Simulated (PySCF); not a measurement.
Species: pentane, C5H12.
Z-matrix (Å and degrees, PBE0-D3(BJ)/def2-SVP geometry), rows numbered from 1:
```
C 
C   1  1.5204
C   2  1.5224  1  113.49
C   3  1.5226  2  113.89  1  -179.99
C   4  1.5202  3  113.49  2   179.98
H   1  1.1006  2  111.76  3  -179.98
H   1  1.1021  2  111.24  3   -59.73
H   1  1.1021  2  111.25  3    59.77
H   2  1.1046  1  109.64  3   122.26
H   2  1.1046  1  109.63  3  -122.26
H   3  1.1058  2  109.26  1   -57.49
H   3  1.1058  2  109.28  1    57.51
H   4  1.1047  3  109.10  2   -57.46
H   4  1.1046  3  109.09  2    57.42
H   5  1.1021  4  111.25  3    59.73
H   5  1.1006  4  111.75  3   179.97
H   5  1.1021  4  111.25  3   -59.79
```

The closed-shell ground state was solved at several levels (PySCF, density fitting, gas phase, non-relativistic).

```csv
level,basis functions,total energy (Eh),HOMO (eV),LUMO (eV),gap (eV),dipole (D)
PBE/def2-SVPD,196,-197.3407,-7.49,0.15,7.64,0.09
wB97X-D/def2-SVPD,196,-197.5724,-10.81,2.52,13.33,0.08
PBE0/6-31+G*,114,-197.5172,-8.89,0.78,9.67,0.08
HF/pcSseg-1,145,-196.2980,-12.33,4.42,16.75,0.07
B97-D/pcSseg-1,145,-197.5856,-7.56,0.91,8.47,0.07
KT3/pcSseg-1,145,-200.9641,-7.70,0.65,8.35,0.06
CAM-B3LYP/def2-SVPD,196,-197.5065,-10.34,1.49,11.83,0.08
BHandHLYP/def2-SVPD,196,-197.4982,-10.27,1.33,11.60,0.08
PBE0/def2-TZVP,227,-197.5846,-8.87,1.22,10.09,0.09
B3LYP/def2-SVPD,196,-197.6412,-8.72,0.55,9.27,0.09
```

What might OPBE/pcSseg-1 (145 basis functions) give for the same quantities?

Total energy -197.6579 Eh, HOMO -7.45 eV, LUMO 1.07 eV, gap 8.52 eV, dipole 0.06 D.

Over all these levels, which gives the widest orbital gap and which the narrowest?

HF/pcSseg-1 (Hartree–Fock, all exact exchange) has the widest, 16.75 eV, and PBE/def2-SVPD (GGA) the narrowest, 7.64 eV. Functional and basis both differ between the two, so the spread mixes both effects. The HOMO need not be the same orbital at Hartree–Fock and at DFT levels.

In the def2-SVPD basis, how does the gap go with the fixed share of exact exchange?

PBE (0 %) 7.64 eV; B3LYP (20 %) 9.27 eV; BHandHLYP (50 %) 11.60 eV. Each rise in the share widens the gap here.

How far do the dipole and the HOMO energy spread over the levels?

The dipole runs from 0.06 to 0.09 D (mean 0.08 D) and the HOMO from -12.33 to -7.45 eV.

One conformer stands for the species.

The pairwise dispersion term of B97-D and wB97X-D wasn't added to the energies; at a given geometry it leaves orbitals and properties as they are.
